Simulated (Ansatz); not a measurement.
Born–Oppenheimer molecular dynamics of CH₈OSi (11 atoms, charge 0, multiplicity 1). It starts at the highest image of a converged band. Of that band: Neighbouring images differ by up to 1.8 eV, so the band resolves the path poorly. A vibrational analysis at the climbing image gives one clearly imaginary mode, 1135i cm⁻¹: a first-order saddle point.

All numbers below come from Ansatz, RKS B3LYP-D4/def2-SVP.

```
ensemble                      : NVE (velocity Verlet)
time step                     : 0.5 fs
steps asked                   : 200
starting velocities drawn for : 300 K
seed                          : 5750
```

First frame:

```xyz
11
Properties=species:S:1:pos:R:3
Si -0.204 0.063 -0.019
C -0.066 -0.159 2.224
H -0.756 -0.606 2.971
H 0.744 -0.896 2.118
H 0.357 0.755 2.672
H 1.109 0.768 0.078
H -0.667 0.512 -1.391
H -0.130 -1.417 -0.189
O -1.858 0.696 0.671
H -2.704 0.399 0.292
H -1.389 0.237 1.565
```

Q: How far do the bonds stretch over the last three quarters of this one trajectory? (Pairs bonded in most of those frames.)

A: 
```csv
bond,mean (Å),spread (Å),shortest,longest
Si1–H6,1.492,0.009,1.47,1.51
Si1–H7,1.498,0.012,1.48,1.52
Si1–H8,1.495,0.047,1.43,1.57
Si1–O9,1.689,0.096,1.54,1.84
C2–H3,1.110,0.048,1.03,1.19
C2–H4,1.110,0.051,1.02,1.21
C2–H5,1.106,0.035,1.05,1.16
C2–H11,1.116,0.069,0.99,1.23
O9–H10,0.966,0.007,0.95,0.98
```

Mean temperature of the second half: 2217 K. The conserved energy stayed within 0.43 meV per atom of its start (net change -0.31 meV per atom), so the integration is sound. The kinetic energy rose, since the run started high on the potential surface and went downhill. It ends in pieces (CH4 + H4OSi), so much of that is their flight and rotation, not heat. A run of 0.1 ps of so small a system gives no equilibrium averages. The orbitals stay closed-shell, which can raise the energy where a bond breaks towards radicals; this wasn't checked here.

The run took 3.7 min on 2 threads of AMD EPYC 7B13 (Zen 3), with other jobs on the host, peak memory 0.18 GiB.
